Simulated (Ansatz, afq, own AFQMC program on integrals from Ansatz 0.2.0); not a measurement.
**Where AFQMC and coupled cluster stand for AlH3⁺, doublet**

```xyz
4

Al    0.0000    0.0513    0.0000
H     0.0000    0.2029   -1.3914
H     0.0000    0.2029    1.3914
H     0.0000   -1.7779    0.0000
```

Basis cc-pVDZ. Only valence electrons are correlated. AFQMC by an in-house program on the Cholesky factors that Ansatz 0.2.0 writes for its CCSD(T) run. ph-AFQMC/CISD is guided by a CISD state made of CCSD amplitudes; releasing the constraint for a short imaginary time cuts its bias at the price of noise, slowly where states lie close. Error bars are statistical, one sigma.

Determinant: UHF, the one that the program's search chose, which needn't be the lowest solution. The geometry is a point of a scan.

Full CI on the same integrals is exact in this basis and with this determinant's frozen core.

The T1 diagnostic is 0.0155, the weight of the determinant in the CISD state is 0.952 and the ⟨S²⟩ of the determinant is 0.754. The size of the correlated space is 5 electrons in 28 orbitals.

Reference: full CI, correlation energy -1.977 eV. The released energy is read at 2.40 1/Eh (meV from the phaseless value at times in 1/Eh: -0.4 ± 0.7 at 0.24, -0.9 ± 0.5 at 0.51, -1.9 ± 0.5 at 0.99, -2.7 ± 0.4 at 1.62, -2.3 ± 0.4 at 2.40).

```
         level  E − E(reference) (meV)  share of correlation (%)
            HF                  1977.1                      0.00
           MP2                   529.2                     73.23
          CCSD                    29.2                     98.52
       CCSD(T)                     9.4                     99.52
         CCSDT                     0.6                     99.97
      CCSDT(Q)                     0.2                     99.99
        CCSDTQ                     0.0                    100.00
 ph-AFQMC/CISD               2.1 ± 0.9                     99.89
released AFQMC              -0.2 ± 0.4                    100.01
```

CCSDT and higher add their correlation energy to the determinant of the CCSD(T) run, since their own runs factorise the integrals more tightly (a shift of under 2 meV). A walk keeps the symmetry of its determinant, which the program's search chose and which needn't be the lowest solution, so a lower state of the same spin and another symmetry isn't excluded. Released energies are given only where the last usable release times agree within the noise; a slower fall can still hide under it.
